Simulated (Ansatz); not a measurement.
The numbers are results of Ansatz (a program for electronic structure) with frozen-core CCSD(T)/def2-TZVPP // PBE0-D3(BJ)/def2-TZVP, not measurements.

Ansatz 0.2 input:
```yaml
crystal:
  periodic: [false, false, false]
  atoms:
    - { symbol: Si, position_ang: [0.000981, -0.000511, 0.337687] }
    - { symbol: H, position_ang: [-0.260453, 1.392218, -0.109694] }
    - { symbol: H, position_ang: [-1.075805, -0.921142, -0.110826] }
    - { symbol: H, position_ang: [1.335276, -0.470567, -0.117166] }
basis:
  gaussian: { orbitals: def2-TZVPP }
correlation:
  method: ccsd_t
magnetization:
  spin_polarized: true
  initial_magnetization: 1
```

Output:

```
Functional definition: HF
467 factors; integrals over basis functions are off by at most 8.1e-4 eV
mean field evaluation 1: about -7907.8967 eV, gradient 7.3e0 eV
mean field evaluation 2: about -7907.8983 eV, gradient 7.3e0 eV
mean field evaluation 4: about -7908.6338 eV, gradient 6.7e-1 eV
mean field evaluation 8: about -7908.6435 eV, gradient 2.4e-3 eV
mean field evaluation 16: about -7908.6435 eV, gradient 9.9e-6 eV
mean field -7908.64349188 eV, -290.6372876554 hartree, gradient 9.9e-6 eV, S^2 0.755043; 0 other end points of the search recorded, 0 dependent functions left out
5 core orbitals not correlated
reference -7908.64349188 eV, -290.6372876554 hartree; 4, 3 occupied and 75, 76 virtual orbitals, 467 factors
second order -3.17774303 eV of doubles, -0.00000000 eV of singles
cycle   1  -3.68592986 eV  change   -5.1e-1 eV  update   5.4e-2
cycle   2  -3.88504528 eV  change   -2.0e-1 eV  update   2.1e-2
cycle   3  -3.89274629 eV  change   -7.7e-3 eV  update   5.9e-3
cycle   4  -3.89219738 eV  change    5.5e-4 eV  update   1.9e-3
cycle   5  -3.89179432 eV  change    4.0e-4 eV  update   7.8e-4
cycle   6  -3.89187626 eV  change   -8.2e-5 eV  update   2.6e-4
cycle   7  -3.89196743 eV  change   -9.1e-5 eV  update   8.0e-5
cycle   8  -3.89196829 eV  change   -8.6e-7 eV  update   2.3e-5
cycle   9  -3.89196130 eV  change    7.0e-6 eV  update   7.1e-6
perturbative correction -0.09594261 eV, -0.0035258260 hartree
Total energy: -7912.63139579 eV, -290.7838404211 hartree
```

Cost: about 4 core-seconds (a rough figure).
